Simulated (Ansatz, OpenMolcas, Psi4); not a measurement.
## SiH2Cl2 (dichlorosilane (DCS)): methods side by side

The species is SiH2Cl2 (5 atoms), meant as a singlet with charge 0. SMILES: `Cl[SiH2]Cl`. Geometry: relaxed at PBE0-D4/def2-TZVP.

Each level gives the vertical electron affinity (to the doublet anion) (eV). The values are calculated.

The electron affinity is E(neutral) − E(anion): positive where the electron is bound.

```tsv
level	kind	program	value (eV)	CPU time (all runs)
SVWN5/6-311+G**	LDA	Ansatz	-0.64	31 s
BLYP/6-311+G**	GGA	Ansatz	-0.87	1.8 min
revPBE/6-311+G**	GGA	OpenMolcas	-0.82	79 s
r2SCAN/6-311+G**	meta-GGA	OpenMolcas	-0.93	1.9 min
BHLYP/6-311+G**	global hybrid	OpenMolcas	-1.13	4 min
CAM-B3LYP/6-311+G**	range-separated hybrid	Ansatz	-1.04	88 s
B2PLYP/6-311+G** (density fitting for correlation)	double hybrid	Psi4	-1.12	47 s
RPA@PBE0/6-311+G**	RPA	Ansatz	-1.22	4.4 min
MP2/6-311+G**	perturbation theory	Ansatz	-1.30	17 s
```

Where it was recorded, the anion's HOMO is positive in SVWN5/6-311+G**, BLYP/6-311+G**, revPBE/6-311+G**, r2SCAN/6-311+G**, BHLYP/6-311+G**, CAM-B3LYP/6-311+G**, B2PLYP/6-311+G**: a fault of the level (basis or self-interaction), which says nothing on whether the real anion is bound. The values span -1.30 to -0.64 eV. Negative values mean that the anion is unbound at that level; they are set by how diffuse the basis is and aren't properties of the molecule, whose anion may well be bound. CPU times are rough (shared hosts, several kinds of processor and program).
